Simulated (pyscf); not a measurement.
**Elimination: H₂B–BH–OH → borane (BH₃) + HB=O**

Gas phase, singlet surface, charge 0. Bonds broken: B1–B4, O2–H5. Bonds formed: B1–H5. PySCF, gas phase, ωB97X-D3(BJ)/def2-SVP geometries. Correlated levels are frozen-core, on RHF or UHF. ΔMP2 is the change of the MP2 total energy from the triple- to the quadruple-zeta basis.

Transition state (Å):

```xyz
7

B     -0.0518     1.2867     1.2536
O      1.7549     0.9761     3.2367
H      0.5294     1.4295     0.2037
B      0.4653     1.0120     3.1052
H      1.2056     1.1516     2.0137
H     -1.2544     1.3088     1.2494
H     -0.5056     0.9125     3.8252
```

One imaginary mode, 1749i cm⁻¹; descent along it reached the two sides named.

```csv
bond,change,reactant side (Å),saddle,product side
B1–B4,breaks,1.738,1.942,3.7
O2–H5,breaks,0.963,1.352,3.2
B1–H5,forms,2.7,1.476,1.207
```

Electronic energies relative to the reactant's lowest minimum found (kJ/mol):

```csv
level,barrier,reaction energy,reverse barrier
ωB97X-D3(BJ)/def2-TZVP,260.4,+35.8,224.6
PBE/def2-TZVP,220.1,+34.1,186.1
r²SCAN/def2-TZVP,236.8,+35.6,201.2
B3LYP-D3(BJ)/def2-TZVP,251.2,+23.1,228.1
PBE0-D3(BJ)/def2-TZVP,246.4,+47.7,198.7
M06-2X/def2-TZVP,263.5,+33.1,230.4
ωB97M-D3(BJ)/def2-TZVP,254.6,+24.4,230.2
HF/def2-TZVP,330.3,+19.3,311.0
MP2/def2-QZVPP,246.8,+14.3,232.5
CCSD/def2-TZVPP,274.0,+26.6,247.4
CCSD(T)/def2-TZVPP,259.2,+23.1,236.1
CCSD(T)/def2-TZVPP + ΔMP2(QZVPP),257.6,+24.1,233.5
```

With CCSD(T)/def2-TZVPP + ΔMP2(QZVPP) energies and thermal terms (ideal gas, 1 atm, RRHO with modes under 100 cm⁻¹ raised to 100, one conformer, R ln 2 for chiral ones without a mode under 150 cm⁻¹), in kJ/mol:

| T (K) | ΔH‡ | ΔG‡ | ΔH | ΔG |
|---|---|---|---|---|
| 298 | 240.7 | 240.2 | +11.7 | -24.7 |
| 600 | 240.4 | 239.8 | +10.6 | -61.4 |
| 900 | 239.4 | 239.7 | +7.7 | -96.8 |
| 1200 | 238.2 | 240.0 | +4.6 | -131.1 |

The products may also form a dative adduct at BH₃; it and routes through it were not searched. At the saddle there is also a short B–H contact that neither side keeps. H₂B–BH–OH lies 140.0 kJ/mol over its isomer H₂B–O–BH₂ (electronic energy, ωB97M-D3(BJ)). One saddle was located; it need not be the lowest between these sides. The CCSD(T) − MP2 part came from Ansatz, without density fitting, on the same reference.
